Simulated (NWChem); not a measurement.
System meant: AlCl₃; SMILES [Cl][Al]([Cl])[Cl]

The following NWChem deck was run.

```
start job
memory heap 200 mb stack 900 mb global 1100 mb
geometry units angstroms noautoz
  Al     0.000000     0.000000     0.002297
  Cl    -2.037473     0.455994    -0.000159
  Cl     1.413639     1.536506    -0.000159
  Cl     0.623834    -1.992500    -0.000159
end
basis spherical
  * library def2-svp
end
dft
  xc xpbe96 cpbe96
  iterations 4
  mulliken
end
task dft energy
```

End of the output:

```
    Atom       Charge   Shell Charges
 -----------   ------   -------------------------------------------------------
    1 Al  13    13.00   2.00  1.93  0.63  0.23  5.81  0.98  0.86  0.56
    2 Cl  17    17.00   2.00  1.96  1.05  0.77  5.82  2.26  3.14  0.01
    3 Cl  17    17.00   2.00  1.96  1.05  0.77  5.82  2.26  3.14  0.01
    4 Cl  17    17.00   2.00  1.96  1.05  0.77  5.82  2.26  3.14  0.01

 center of mass
 --------------
 x =  -0.00000000 y =   0.00000000 z =   0.00000000

 moments of inertia (a.u.)
 ------------------
         816.544125023236          -0.000000000000           0.000000000000
          -0.000000000000         816.544125023236           0.000000000000
           0.000000000000           0.000000000000        1633.088250046472

     Multipole analysis of the density
     ---------------------------------

     L   x y z        total         alpha         beta         nuclear
     -   - - -        -----         -----         ----         -------
     0   0 0 0     -0.000000    -32.000000    -32.000000     64.000000

     1   1 0 0      0.000000      0.000000      0.000000      0.000000
     1   0 1 0      0.000000      0.000000      0.000000      0.000000
     1   0 0 1      0.000000     -0.000000     -0.000000      0.000000

     2   2 0 0    -38.747683   -217.854062   -217.854062    396.960441
     2   1 1 0     -0.000000     -0.000000     -0.000000      0.000000
     2   1 0 1      0.000000      0.000000      0.000000     -0.000000
     2   0 2 0    -38.747683   -217.854062   -217.854062    396.960441
     2   0 1 1      0.000000      0.000000      0.000000     -0.000000
     2   0 0 2    -34.269954    -17.134977    -17.134977      0.000000

 ------------------------------------------------------------------------
 dft energy failed                                                                                  0
 ------------------------------------------------------------------------
 ------------------------------------------------------------------------
  current input line :
    17: task dft energy
 ------------------------------------------------------------------------
 ------------------------------------------------------------------------
 This type of error is most commonly associated with calculations not reaching convergence criteria
 ------------------------------------------------------------------------
 For more information see the NWChem manual at https://nwchemgit.github.io

0:dft energy failed:Received an Error in Communication
```

Task: Find the fault in this run and fix the input.

Result: Convergence was not reached. Cause: the SCF was allowed too few iterations. This input runs:
```
start job
memory heap 200 mb stack 900 mb global 1100 mb
geometry units angstroms noautoz
  Al     0.000000     0.000000     0.002297
  Cl    -2.037473     0.455994    -0.000159
  Cl     1.413639     1.536506    -0.000159
  Cl     0.623834    -1.992500    -0.000159
end
basis spherical
  Al library def2-svp
  Cl library def2-svp
end
dft
  xc xpbe96 cpbe96
  iterations 150
  mulliken
end
task dft energy
```
It converges to -1622.02428 Ha (PBE/def2-SVP).
